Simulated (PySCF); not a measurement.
Static polarisabilities and like-pair C6 coefficients by linear response at PBE0/aug-cc-pVTZ (PySCF, frozen core in the response, non-relativistic, gas phase), PBE0-D3(BJ)/def2-TZVP geometries, one conformer each; atomic units unless stated.

```csv
label,species,α,C6
P,`C(=C)=C` (C3H4),40.7,583.9
Q,`C#CC` (C3H4),36.6,523.7
R,`B` (BH3),17.7,119.7
S,`C1=CC1` (C3H4),34.4,482.2
```

Q: Estimate the unlike-pair coefficients by the rule C6(AB) = 2·C6(AA)·C6(BB) / [C6(AA)·αB/αA + C6(BB)·αA/αB], and compare with the geometric mean.

A: 
| pair | combination rule | geometric mean | ratio |
| --- | --- | --- | --- |
| PQ | 552.2 | 553 | 0.999 |
| PR | 264.1 | 264.3 | 0.999 |
| PS | 529.2 | 530.6 | 0.997 |
| QR | 250.3 | 250.4 | 1.000 |
| QS | 502.4 | 502.5 | 1.000 |
| RS | 240.1 | 240.2 | 0.999 |

The rule is exact for one-pole polarisabilities and never exceeds the geometric mean; the two meet where both partners have the same effective excitation energy. These unlike-pair values are estimates, not computed integrals.
